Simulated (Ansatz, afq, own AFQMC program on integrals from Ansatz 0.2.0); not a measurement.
## P, quartet: AFQMC among the cluster methods

A free P atom.

Basis aug-cc-pVDZ. Noble-gas cores (and the filled d shells of Ga–Kr and In–Xe) are frozen. Ansatz 0.2.0 and our own AFQMC program on the same integrals; the CISD trial comes from CCSD amplitudes, and released means the phaseless constraint is let go. Free AFQMC starts from the CCSD state and is never constrained. Its projection time is finite, and what remains of the start isn't in its error. ± is one standard error of the sampling.

Determinant: UHF, the one that the program's search chose, which needn't be the lowest solution.

Full CI on the same integrals is exact in this basis and with this determinant's frozen core.

- T1 diagnostic: 0.0024
- weight of the determinant in the CISD state: 0.940
- ⟨S²⟩ of the determinant: 3.750
- size of the correlated space: 5 electrons in 22 orbitals

```json
{"level": "MP2", "correlation energy (eV)": "-1.8211"}
{"level": "CCSD", "correlation energy (eV)": "-2.3180"}
{"level": "CCSD(T)", "correlation energy (eV)": "-2.3603"}
```

(1) Estimate where phaseless AFQMC with a CISD trial lies against CCSD(T) on the same integrals.

(1) 0.24 ± 0.02 kcal/mol below CCSD(T).

Reference: full CI, correlation energy -2.375 eV. The released energy is read at 1.50 1/Eh (meV from the phaseless value at times in 1/Eh: -0.3 ± 0.7 at 0.24, -1.5 ± 0.6 at 0.50, -2.7 ± 0.5 at 1.00, -3.3 ± 0.4 at 1.50).

```csv
level,E − E(reference) (kcal/mol),share of correlation (%)
CCSD(T),0.33,99.40
CCSDT,0.08,99.85
CCSDT(Q),0.02,99.96
CCSDTQ,0.00,100.00
ph-AFQMC/HF,0.38 ± 0.26,99.30
ph-AFQMC/CISD,0.09 ± 0.02,99.84
released AFQMC,0.01 ± 0.009,99.98
free AFQMC,-0.01 ± 0.009,100.02
```

CCSDT and higher add their correlation energy to the determinant of the CCSD(T) run, since their own runs factorise the integrals more tightly (a shift of under 2 meV). Free projections are given only where their last times agree within the noise and don't stop above the reference; a slow remainder of the start can still hide under it. A walk keeps the symmetry of its determinant, which the program's search chose and which needn't be the lowest solution, so a lower state of the same spin and another symmetry isn't excluded. Released energies are given only where the last usable release times agree within the noise; a slower fall can still hide under it.
